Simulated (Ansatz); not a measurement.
**AlHO (singlet): the correlation ladder at distance O2–H3 = 0.950 Å, 6-31G**

One table from this session's results is given with a row withheld; the runs are named, their logs left out.

Method: 6-31G, core rule «outside noble gas», up to 6 orbitals frozen; program: Ansatz 0.2.0, Gaussian basis.

Plan: UHF; CCSD(T) on RHF; BCCD(T) on RHF; CISD; CCSDT(Q) on RHF; CISDTQ; CCSDTQ on RHF; CASSCF and MRCISD+Q, 2 electrons in 2 orbitals; CASSCF and NEVPT2, 2 electrons in 2 orbitals; Full CI.

29 further runs of the same task are left out: 16 for a known fault of the program, 8 that didn't finish, 5 set aside as unsound or not needed.

**What is computed**

The geometry derives from a PBE0/def2-TZVP stationary point (not a proven minimum). One bond is set to the value named and the two fragments are kept rigid.

3 atoms, charge 0, spin multiplicity 1.

Atoms are counted from 1 here; the program's logs count them from 0.

Bond lengths: Al1–O2 1.674 Å, O2–H3 0.950 Å. Angles: Al1–O2–H3 180.0°.

The first run:

File in.yaml:

```yaml
crystal:
  periodic: [false, false, false]
  atoms:
    - {symbol: Al, position_ang: [0.000000, 0.000000, 1.432992]}
    - {symbol: O, position_ang: [0.000000, 0.000000, -0.241478]}
    - {symbol: H, position_ang: [0.000000, 0.000000, -1.191514]}
basis:
  gaussian: {orbitals: 6-31G}
magnetization: {spin_polarized: true, initial_magnetization: 0}
hamiltonian: {xc: hf}
output: {orbitals: {seedname: orbitals}}
```

On the command line:

```bash
ansatz run in.yaml --threads 1 --pin off --events-out ev --progress --plain --max-ram 2393MiB
```

Among the steps run: UHF; CCSD(T) on RHF; BCCD(T) on RHF; CISD; CCSDT(Q) on RHF; CISDTQ; CCSDTQ on RHF; CASSCF and MRCISD+Q, 2 electrons in 2 orbitals; CASSCF and NEVPT2, 2 electrons in 2 orbitals; Full CI.

One of the session's tables, all rows but one given; the rest of the session is left out.

```
       method  from FCI (meV)
          RHF         +4567.0
         RMP2          +420.6
         CISD          +400.0
        RCCSD           +96.0
     RCCSD(T)               ?
      BCCD(T)           +17.7
       RCCSDT           +16.7
       CISDTQ           +19.8
    RCCSDT(Q)            -2.2
      RCCSDTQ             0.0
  CASSCF pair         +4034.1
  NEVPT2 pair          +358.3
  MRCISD pair          +333.3
MRCISD+Q pair           +59.0
          FCI               0
```

**Question.** Estimate the row for RCCSD(T).

As computed: from FCI (meV): +22.5. In the column «from FCI (meV)» it lies between CISDTQ (+19.8) and MRCISD+Q pair (+59.0).

Limits of these values: RCCSDT(Q) falls below full CI, which methods that aren't variational can do.
